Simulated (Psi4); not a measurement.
**[BCl2]+ (SMILES Cl[B+]Cl): HF/STO-3G**

Aim: the vertical singlet–triplet gap of [BCl2]+ at HF/STO-3G, from 2 runs. The job is set up through a Python script.

Program for the calculation: Psi4 1.11.

## 1. The molecule

The species is [BCl2]+ (3 atoms), meant as a singlet with charge +1. SMILES: `Cl[B+]Cl`. Geometry: relaxed at PBE0-D4/def2-TZVP.

Bond lengths: Cl1–B2 1.610 Å, B2–Cl3 1.610 Å. Angles: Cl1–B2–Cl3 180.0°.

## 2. Energy and gradient at HF/STO-3G

File bcl2.xyz:

```xyz
3
BCl2
Cl    -1.267920     0.785680    -0.605300
B      0.000010     0.000020     0.000000
Cl     1.267910    -0.785700     0.605290
```

File bcl2.py:

```python
import psi4

psi4.set_memory('1600 MB')
psi4.set_num_threads(1)
psi4.set_output_file('bcl2.out', False)

with open('bcl2.xyz') as f:
    atoms = ''.join(f.readlines()[2:])
molecule = psi4.geometry('1 1\n' + atoms + 'symmetry c1\nno_reorient\nno_com')

psi4.set_options({
    'basis': 'STO-3G',
    'puream': True,
    'e_convergence': 1e-09,
    'd_convergence': 1e-08,
    'scf_type': 'pk',
})

energy_value = psi4.gradient("hf")
print('gradient / Eh bohr^-1')
print(energy_value.np.round(6))
for k, v in sorted(psi4.core.scalar_variables().items()):
    print(f'{k:45s} {v:18.10f}')
```

Launch:

```
$ python bcl2.py
```

bcl2.out:

```text
[...]
  Running in c1 symmetry.
[...]
  Nuclear repulsion =  103.386300936329633
[...]
  Multiplicity = 1
[...]
  Nalpha       = 19
  Nbeta        = 19
[...]
    Number of basis functions: 23
[...]
   @RHF iter   1:  -933.12222277678927   -2.28817e-01   1.86083e-02 DIIS/ADIIS
[...]
   @RHF iter   8:  -933.27927601154749   -2.38742e-12   3.04725e-09 DIIS
[...]
    Orbital Energies [Eh]
    ---------------------
    Doubly Occupied:
       1A   -104.176422     2A   -104.176419     3A    -10.835818
       4A    -10.835750     5A     -8.279951     6A     -8.279891
       7A     -8.273845     8A     -8.273845     9A     -8.273586
      10A     -8.273586    11A     -7.970288    12A     -1.437839
      13A     -1.410640    14A     -0.924063    15A     -0.873471
      16A     -0.825181    17A     -0.825181    18A     -0.746066
      19A     -0.746066
[...]
  @RHF Final Energy:  -933.27927601154749
   => Energetics <=
    Nuclear Repulsion Energy =            103.3863009363296328
    One-Electron Energy =               -1482.4553439701194293
    Two-Electron Energy =                 445.7897670222423017
    Total Energy =                       -933.2792760115473811
[...]
 Multipole Moments:
 ------------------------------------------------------------------------------------
     Multipole            Electronic (a.u.)      Nuclear  (a.u.)        Total (a.u.)
 ------------------------------------------------------------------------------------
 L = 1.  Multiply by 2.5417464519 to convert [e a0] to [Debye]
 Dipole X            :          0.0002427           -0.0002268            0.0000160
 Dipole Y            :          0.0004903           -0.0004535            0.0000368
 Dipole Z            :          0.0003200           -0.0003213           -0.0000012
 Magnitude           :                                                    0.0000401
[...]
  -Total Gradient:
     Atom            X                  Y                   Z
    ------   -----------------  -----------------  -----------------
       1        0.036516728334    -0.022628748630     0.017432888360
       2       -0.000001242531     0.000001561124    -0.000000636685
       3       -0.036515485803     0.022627187511    -0.017432251680
[...]
```

Standard output:

```text
gradient / Eh bohr^-1
[[ 3.6517e-02 -2.2629e-02  1.7433e-02]
 [-1.0000e-06  2.0000e-06 -1.0000e-06]
 [-3.6515e-02  2.2627e-02 -1.7432e-02]]
CURRENT ENERGY                                   -933.2792760115
CURRENT REFERENCE ENERGY                         -933.2792760115
DD SOLVATION ENERGY                                 0.0000000000
HF KINETIC ENERGY                                 915.0895158859
HF POTENTIAL ENERGY                             -1848.3687918975
HF TOTAL ENERGY                                  -933.2792760115
HF VIRIAL RATIO                                     2.0198775746
NUCLEAR REPULSION ENERGY                          103.3863009363
ONE-ELECTRON ENERGY                             -1482.4553439701
PCM POLARIZATION ENERGY                             0.0000000000
PE ENERGY                                           0.0000000000
SCF ITERATION ENERGY                             -933.2792760115
SCF ITERATIONS                                      8.0000000000
SCF TOTAL ENERGY                                 -933.2792760115
TWO-ELECTRON ENERGY                               445.7897670222
```

It took 2 s on 1 thread of Intel Xeon Platinum 8259CL at 2.50GHz (Skylake/Cascade Lake), shared host; peak memory 0.18 GiB.

## 3. The triplet, same level

File calc.py:

```python
import psi4

psi4.set_memory(1600000000)
psi4.set_num_threads(1)
psi4.set_output_file('psi4.out', False)

molecule = psi4.geometry("""
1 3
Cl    -1.267920     0.785680    -0.605300
B      0.000010     0.000020     0.000000
Cl     1.267910    -0.785700     0.605290
units angstrom
symmetry c1
""")

psi4.set_options({
    'reference': 'uhf',
    'puream': True,
    'e_convergence': 1e-09,
    'd_convergence': 1e-08,
    'scf_type': 'pk',
    'maxiter': 100,
})

energy_value = psi4.gradient('hf/STO-3G')
print('gradient / Eh bohr^-1')
print(energy_value.np.round(6))
```

Launch:

```
$ python calc.py
```

psi4.out:

```text
[...]
  Running in c1 symmetry.
[...]
  Nuclear repulsion =  103.386300936329633
[...]
  Multiplicity = 3
[...]
  Nalpha       = 20
  Nbeta        = 18
[...]
    Number of basis functions: 23
[...]
   @UHF iter   1:  -932.97661389208145   -8.32084e-02   8.64333e-03 DIIS/ADIIS
[...]
   @UHF iter  26:  -933.01866795086676   -6.93490e-12   5.02411e-09 DIIS
[...]
   @S^2 Observed:                2.007133655E+00
[...]
    Orbital Energies [Eh]
    ---------------------
    Alpha Occupied:
       1A   -104.218683     2A   -104.218676     3A    -10.874068
       4A    -10.873996     5A     -8.324626     6A     -8.324368
       7A     -8.314086     8A     -8.314031     9A     -8.309644
      10A     -8.309386    11A     -7.800726    12A     -1.453689
      13A     -1.428187    14A     -0.943345    15A     -0.895746
      16A     -0.878907    17A     -0.833107    18A     -0.830300
      19A     -0.779271    20A     -0.509815
    Alpha Virtual:
      21A     -0.060932    22A      0.005731    23A      0.457457
[...]
  @UHF Final Energy:  -933.01866795086676
   => Energetics <=
    Nuclear Repulsion Energy =            103.3863009363296328
    One-Electron Energy =               -1481.8805849352593214
    Two-Electron Energy =                 445.4756160480628751
    Total Energy =                       -933.0186679508667567
  UHF NO Occupations:
  HONO-2 :   18  A 1.9967257
  HONO-1 :   19  A 1.0000000
[...]
 Multipole Moments:
 ------------------------------------------------------------------------------------
     Multipole            Electronic (a.u.)      Nuclear  (a.u.)        Total (a.u.)
 ------------------------------------------------------------------------------------
 L = 1.  Multiply by 2.5417464519 to convert [e a0] to [Debye]
 Dipole X            :         -0.0000137           -0.0000192           -0.0000329
 Dipole Y            :          0.0000227           -0.0000033            0.0000194
 Dipole Z            :         -0.0000357            0.0000005           -0.0000352
 Magnitude           :                                                    0.0000519
[...]
  -Total Gradient:
     Atom            X                  Y                   Z
    ------   -----------------  -----------------  -----------------
       1        0.000005436311    -0.000001381778     0.122668685985
       2       -0.000015963112     0.000001882634    -0.000004843183
       3        0.000010526800    -0.000000500856    -0.122663842785
[...]
```

The script printed:

```text
gradient / Eh bohr^-1
[[ 5.00000e-06 -1.00000e-06  1.22669e-01]
 [-1.60000e-05  2.00000e-06 -5.00000e-06]
 [ 1.10000e-05 -1.00000e-06 -1.22664e-01]]
```

It took 2.4 s on 1 thread of Intel Xeon Platinum 8259CL at 2.50GHz (Skylake/Cascade Lake), shared host; peak memory 0.18 GiB.

## 4. Summary of results

Level: HF/STO-3G.

```
                                        quantity          value
                           singlet: total energy  -933.27928 Eh
                            singlet: HOMO energy      -20.30 eV
                            singlet: LUMO energy       -3.57 eV
                          singlet: HOMO–LUMO gap       16.73 eV
               singlet: largest force on an atom     2.384 eV/Å
                           triplet: total energy  -933.01867 Eh
     triplet: HOMO energy (highest over α and β)      -13.87 eV
      triplet: LUMO energy (lowest over α and β)      -11.41 eV
                                   triplet: ⟨S²⟩          2.007
               triplet: largest force on an atom     6.308 eV/Å
vertical energy of the triplet above the singlet       7.092 eV
```

In words: At this shape the triplet lies 7.09 eV (164 kcal/mol) above the singlet. The largest force (singlet) is 2.38 eV/Å: the shape isn't a stationary point for this species at this level. In a minimal basis such a difference can be off by several eV, whatever the method.
